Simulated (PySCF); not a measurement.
ClF₃ was optimised in PySCF in the def2-TZVP basis family (density fitting, no spin–orbit coupling) with several functionals.

One of them gave a singlet of C2v symmetry with a mean bond of 1.685 Å to Cl, wavenumbers 309, 322, 415, 520, 694, 746 cm⁻¹ and a HOMO–LUMO gap of 5.32 eV.

Problem. Which level of theory was it?
A. PBE
B. PBE0
C. B3LYP

Solution. C. That is B3LYP, with Cl–F 1.617 Å, Cl–F 1.720 Å (×2). The others give PBE0 1.661 Å and 797 cm⁻¹ for the highest mode; PBE 1.705 Å and 691 cm⁻¹ for the highest mode.

Only the bonding shown was studied: isomers, or loss of a ligand pair, can lie lower.
